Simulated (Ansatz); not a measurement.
# BFH₃Si− (SMILES B[SiH-]F): a rigid scan of the bond length B1–H4

The task here is to estimate one member of a computed series from the others.

Computed with Ansatz 0.2.0, Gaussian basis. Level: single points in def2-TZVPPD.

Levels: PBE-D4, r2SCAN-D4, PBE0-D4, B3LYP-D4, wB97M-V, Hartree-Fock, MP2, CCSD, CCSD(T). The scan takes 0.993, 1.044, 1.119, 1.206, 1.303, 1.407, 1.518, 1.634, 1.756 Å.

Cores are frozen in the correlated methods. B3LYP uses VWN-RPA correlation.

35 further runs of the same task are left out: 35 set aside as unsound or not needed.

## The system as given

The minimum, relaxed at PBE0-D4: SMILES `B[SiH-]F`, 6 atoms, charge -1, spin multiplicity 1.

Atoms are counted from 1 here; the program's logs count them from 0.

Bond lengths: B1–Si2 1.843 Å, B1–H4 1.211 Å, B1–H5 1.206 Å, Si2–F3 1.654 Å, Si2–H6 1.499 Å. Angles: Si2–B1–H4 113.6°, Si2–B1–H5 125.6°, H4–B1–H5 120.2°, B1–Si2–F3 127.0°, B1–Si2–H6 128.3°, F3–Si2–H6 102.4°.

Coordinates:

```xyz
6
BFH3Si
B     0.34472   -0.48567   -0.85954
Si   -0.33281    0.37439    0.62279
F    -0.09119    1.95252    1.05548
H     0.05904   -1.66115   -0.91006
H     0.87386    0.05035   -1.80086
H    -0.85362   -0.23043    1.89218
```

Energies of the minimum (eV), from earlier single points: PBE-D4 -11314.75791, r2SCAN-D4 -11320.17866, PBE0-D4 -11315.58066, B3LYP-D4 -11323.57094, wB97M-V -11320.65720, CCSD(T) -11304.37249.

At the minimum the bond length B1–H4 is 1.211 Å.

The first run:

Contents of ccsdt-tzvppd/in.yaml:

```yaml
crystal:
  periodic: [false, false, false]
  atoms:
    - {symbol: B, position_ang: [0.344718, -0.485669, -0.859544]}
    - {symbol: Si, position_ang: [-0.332808, 0.374387, 0.622795]}
    - {symbol: F, position_ang: [-0.091189, 1.952517, 1.055482]}
    - {symbol: H, position_ang: [0.110418, -1.449742, -0.900975]}
    - {symbol: H, position_ang: [0.873857, 0.050354, -1.800855]}
    - {symbol: H, position_ang: [-0.853616, -0.230434, 1.892182]}
basis:
  gaussian: {orbitals: "def2-TZVPPD.json"}
total_charge: -1
correlation: {method: ccsd_t}
```

The basis file named in the input lies beside it (Basis Set Exchange, JSON).

The command line of these runs was not kept.

Steps of the session up to this table: B1–H4 = 0.993 Å; B1–H4 = 1.044 Å; B1–H4 = 1.119 Å; B1–H4 = 1.206 Å; B1–H4 = 1.303 Å; B1–H4 = 1.407 Å; B1–H4 = 1.518 Å; B1–H4 = 1.634 Å; B1–H4 = 1.756 Å.

One table of the session follows, with a row left open; its other results are not shown here.

It belongs to the step «The curves». Energies less that of the minimum at the same level (kcal/mol):

```
bond length (Å)  PBE-D4  PBE0-D4  B3LYP-D4  wB97M-V  Hartree-Fock
          0.993    17.6     17.2      16.3     16.5          17.0
          1.044     9.5      9.1       8.5      8.6           8.9
          1.119     2.6      2.4       2.1      2.1           2.2
          1.206     0.0      0.0       0.0      0.0           0.0
1.211 (minimum)     0.0      0.0       0.0      0.0           0.0
          1.303     1.5      1.8       2.0      2.0           2.1
          1.407       ?        ?         ?        ?             ?
          1.518    12.8     14.0      13.8     14.8          15.4
          1.634    20.9     22.7      22.2     23.6          24.6
          1.756    29.8     32.2      31.4     33.1          34.6
```

Estimate the missing values for bond length (Å) = 1.407.

Worked estimate for «PBE-D4». A straight line through the neighbours (1.303, 1.5) and (1.518, 12.8) gives 1.5 + (12.8 − 1.5) × (1.407 − 1.303) / (1.518 − 1.303) = 7.0; a parabola fitted to 4 rows on both sides gives 6.1.

As computed: PBE-D4: 6.2; PBE0-D4: 6.9; B3LYP-D4: 7.1; wB97M-V: 7.3; Hartree-Fock: 7.6. In «PBE-D4» the line misses by +0.8 and the parabola by -0.1.

Limits of these values: A polynomial through the near points puts the CCSD(T) minimum 0.001 Å below the PBE0-D4 value. The anion's highest level is positive in at least one run, so there the basis alone may hold the extra electron.
